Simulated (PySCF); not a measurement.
PySCF input:

```python
from pyscf import gto, scf, mp, cc as ccmod

mol = gto.M(
    atom='''
    C    -1.12170049   -0.06477832   -0.00321981
    S     0.70892160    0.04094030    0.00203494
    H    -1.49834475   -0.72773810   -0.79531264
    H    -1.51919535   -0.45321230    0.94541316
    H    -1.59500260    0.91457557   -0.16334069
    ''',
    basis='cc-pvdz',
    charge=-1,
    spin=0,
    verbose=4,
)

mf = scf.RHF(mol)
mf.conv_tol = 1e-10
mf.max_cycle = 100
mf.kernel()
mp2 = mp.MP2(mf, frozen=6).run()
cc = ccmod.CCSD(mf, frozen=6)
cc.max_cycle = 100
cc.kernel()
et = cc.ccsd_t()
print(f'E(CCSD(T)) = {cc.e_tot + et:.9f}')
```

Task: Predict the final energy.

Result: -437.45084 Eh (CCSD(T)/cc-pVDZ).
